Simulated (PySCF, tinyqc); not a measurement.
Starting guesses with DIIS over 6 matrices: SCF starting guesses in the sto-3g basis, for CH2, spin multiplicity 1. Computed by the program tinyqc with PySCF. Command: `OMP_NUM_THREADS=1 python tinyqc.py 111598 111599 out.jsonl`; one thread of a shared host (Intel(R) Xeon(R) Processor @ 2.60GHz), about 0.6 s.

Geometry (angstrom):
```
atom       x        y       z
C     0.0000   0.0000  0.0000
H     0.0000   0.9070  0.6540
H     0.0000  -0.9560  0.6890
```

lowest restricted solution found by these runs and by PySCF = -38.367334 hartree

RHF with one setting changed at a time; a run stops when the energy changes by less than 1e-09 hartree and the error matrix is below 1e-5. Starts: the lowest orbitals of the core Hamiltonian, of the Wolfsberg-Helmholz matrix (K = 1.75), projected atomic densities, random orbitals, and the highest orbitals of the core Hamiltonian (a deliberately bad start).

Largest element of the error matrix X^T (FDS - SDF) X:
```
iteration     core  Wolfsberg-Helmholz  atomic densities   random  highest core orbitals
1          6.2e-01             3.3e-01           8.0e-01  7.6e+00                2.5e-01
2          1.2e-01             7.1e-02           4.7e-02  4.4e-01                4.3e-01
3          3.5e-02             2.3e-02           1.8e-02  2.3e-01                3.4e-01
4          4.9e-03             2.7e-03           5.4e-03  9.3e-02                1.8e-01
5          8.6e-04             3.2e-04           2.5e-04  3.2e-02                3.5e-01
6          2.2e-04             1.9e-05           2.9e-05  1.7e-02                3.5e-01
8          4.5e-06                   -           4.9e-07  2.0e-02                2.8e-01
10               -                   -                 -  4.0e-04                1.2e-03
14               -                   -                 -  2.5e-06                7.3e-07
```

How each run ends:
```
run                    iterations  E (hartree)         state
core                            9    -38.18452        higher
Wolfsberg-Helmholz              7    -38.36733  lowest found
atomic densities                8    -38.36733  lowest found
random                         14    -38.18452        higher
highest core orbitals          14    -38.36733  lowest found
```

3 of 5 runs reach the lowest restricted solution found, in 7 to 14 iterations (fastest: Wolfsberg-Helmholz). Ending on a higher stationary point: core, random; a small error matrix cannot reveal that, and an occupation fixed by the start is kept by symmetry or by the shape of the basin. The first errors are 6e-01, 3e-01, 8e-01, 8e+00, 2e-01; the deliberately bad start has the smallest one, so a small first error does not mark a good start. The restricted reference is unstable here: a spin-polarised solution lies 0.0291 hartree lower (PySCF), so results built on it describe a poor reference.
